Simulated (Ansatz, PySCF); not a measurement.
This Ansatz (a quantum-chemistry and plane-wave program) input computes a CCSD(T)/cc-pVDZ energy:

Ansatz 0.2 input:
```yaml
crystal:
  periodic: [false, false, false]
  atoms:
    - {symbol: C, position_ang: [0.01271391, 0.96429296, 0.09450453]}
    - {symbol: C, position_ang: [0.74968012, -0.36903942, 0.02506042]}
    - {symbol: C, position_ang: [-0.75912986, -0.34917026, 0.02530572]}
    - {symbol: H, position_ang: [0.01871361, 1.43221813, -0.90372881]}
    - {symbol: H, position_ang: [1.21151338, -0.75423325, -0.89420606]}
    - {symbol: H, position_ang: [1.27979107, -0.73318520, 0.91105030]}
    - {symbol: H, position_ang: [-1.29835796, -0.69923418, 0.91146945]}
    - {symbol: H, position_ang: [-1.23124509, -0.72206515, -0.89380892]}
basis:
  gaussian:
    orbitals: cc-pVDZ
total_charge: -1
magnetization: {spin_polarized: false}
correlation: {method: ccsd_t, electrons: outside_noble_gas}
```

Q: Write an input for the same energy in PySCF and say what it gives.

A: 
```python
from pyscf import gto, scf, mp, cc as ccmod

mol = gto.M(
    atom='''
    C     0.01271391    0.96429296    0.09450453
    C     0.74968012   -0.36903942    0.02506042
    C    -0.75912986   -0.34917026    0.02530572
    H     0.01871361    1.43221813   -0.90372881
    H     1.21151338   -0.75423325   -0.89420606
    H     1.27979107   -0.73318520    0.91105030
    H    -1.29835796   -0.69923418    0.91146945
    H    -1.23124509   -0.72206515   -0.89380892
    ''',
    basis='cc-pvdz',
    charge=-1,
    spin=0,
    verbose=4,
)

mf = scf.RHF(mol)
mf.conv_tol = 1e-10
mf.max_cycle = 100
mf.kernel()
mp2 = mp.MP2(mf, frozen=3).run()
cc = ccmod.CCSD(mf, frozen=3)
cc.max_cycle = 100
cc.kernel()
et = cc.ccsd_t()
print(f'E(CCSD(T)) = {cc.e_tot + et:.9f}')
```
It gives -116.85078 Eh, and Ansatz -116.85078 Eh, a difference of 0.00 mEh.

It need not be the lowest isomer of its formula. Whether it binds its extra electron was not tested at this geometry.
